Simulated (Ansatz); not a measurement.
1T (CdI2-type) ZrS₂: LDA at its full settings (plane-wave cutoff 520 eV, 12×12×6 k mesh (along the axes of the cell as run), Fermi–Dirac smearing 0.01 eV, scalar-relativistic PAW data made under PBE) and at cheaper ones, in a cell of 3 atoms with Γ-centred meshes.

```json
[
 {"level and setting": "LDA (Ansatz)", "lattice constant a (Å)": "3.595", "lattice parameter c (Å)": "5.653", "bulk modulus (GPa)": "33.8", "band gap (eV)": "0.47"},
 {"level and setting": "LDA (2×2×2 k mesh) (Ansatz)", "lattice constant a (Å)": "3.753", "lattice parameter c (Å)": "5.904", "bulk modulus (GPa)": "16.1", "band gap (eV)": "0.85"},
 {"level and setting": "LDA (4×4×4 k mesh) (Ansatz)", "lattice constant a (Å)": "3.615", "lattice parameter c (Å)": "5.637", "bulk modulus (GPa)": "34.0", "band gap (eV)": "0.47"}
]
```

Largest shifts from the full settings: lattice constant a +4.39 % (LDA (2×2×2 k mesh)), against a difference of -1.83 % of the full result from the reference 3.662 Å (measured, temperature not stated, no zero-point or thermal correction; as tabulated in Björkman (2014), arXiv:1406.2436); lattice parameter c +4.44 % (LDA (2×2×2 k mesh)), against a difference of -2.62 % of the full result from the reference 5.805 Å (measured, temperature not stated, zero-point anharmonic expansion removed (computed with revB86b-DF2); no thermal correction; as tabulated in Björkman (2014), arXiv:1406.2436); bulk modulus -52 % (LDA (2×2×2 k mesh)); band gap +0.38 eV (LDA (2×2×2 k mesh)), against a difference of -1.23 eV of the full result from the reference 1.7 eV (measured, temperature not stated, not corrected to a static lattice, fundamental, indirect, our sources range from 1.68 to 1.78; as tabulated in Rybak et al. (2022), arXiv:2210.12074).

The full settings aren't shown to be converged themselves.

Each row is at its own relaxed cell, so a gap follows the cell too.

Band edges were searched off the SCF mesh.

Spin–orbit coupling is included only where a level's name says +SOC; with heavier elements it mostly lowers gaps and can invert bands. Density-functional gaps are differences of (generalised) Kohn–Sham levels.

Caveats: LDA has no dispersion term either, though it tends to give short spacings of layers, chains or molecules (LDA, LDA (2×2×2 k mesh), LDA (4×4×4 k mesh)); for a layered or molecular solid the relaxed cell lies over 5 % above the published volume, where the minimum can be shallow (LDA (2×2×2 k mesh)). Ansatz's density-functional and Hartree–Fock values are scalar-relativistic unless marked +SOC, with PAW data made under PBE.

Run with cheap settings on purpose, which may leave them unconverged: LDA (2×2×2 k mesh), LDA (4×4×4 k mesh).

Ansatz is a quantum-chemistry and plane-wave program.
